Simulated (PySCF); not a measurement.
dichloromethane (CH2Cl2), SMILES C(Cl)Cl. Atoms are numbered in the order given.

```xyz
5

Cl    -1.4857     0.0000     0.2159
C      0.0000     0.0000    -0.7646
Cl     1.4857     0.0000     0.2159
H      0.0000    -0.9054    -1.3770
H      0.0000     0.9054    -1.3770
```

The structure is a stationary point at PBE-D3(BJ)/def2-TZVP.

The numbers are results of PBE-D3(BJ)/def2-TZVP run with PySCF, not measurements.

Frequencies are harmonic and unscaled.

Question: List the normal modes with their intensities. (The exact figures need the calculation; the answer reports its results.)

Answer: 
```
mode  ν (cm⁻¹)  IR (km/mol)  moving atoms (share of kinetic energy)
----  --------  -----------  --------------------------------------
1          272          0.4                         Cl 87 %, C 11 %
2          694         10.9                         C 64 %, Cl 29 %
3          708        153.7                         C 73 %, Cl 22 %
4          871          2.0                          H 72 %, C 26 %
5         1128          0.0                                  H 99 %
6         1235         37.0                           H 91 %, C 8 %
7         1409          0.1                                  H 93 %
8         3040          7.7                                  H 95 %
9         3117          0.0                          H 89 %, C 11 %
```
